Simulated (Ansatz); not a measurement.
# Palladium, fcc: convergence with Fermi-Dirac smearing

Computed with Ansatz, PBE, scalar-relativistic PAW, on the relaxed cell (a = 3.947 Å; spin not included). Errors count from a run at 420 eV on a Γ-centred 22×22×22 mesh with Fermi-Dirac smearing of 0.1 eV, extrapolated to zero width. Fixed here: cutoff 420 eV, mesh 14×14×14. The SCF starts from atomic densities corrected by a trained network.

```
width (eV)  E(σ→0) error (meV/atom)  F error (meV/atom)  P (GPa)  SCF iterations
      0.03                     13.5                 8.6    -0.36               6
       0.1                      6.0               -29.8    -0.02               6
       0.2                    -17.1              -116.1     0.58               6
       0.3                    -43.8              -226.6     1.38               6
       0.6                   -127.1              -692.8     5.26               6
       1.0                   -258.4             -1616.2    13.18               6
```

Question: What does the run at 0.01 give (width)?

Answer: E(σ→0) error (meV/atom): 13.7; F error (meV/atom): 13.1; P (GPa): -0.44; SCF iterations: 6.
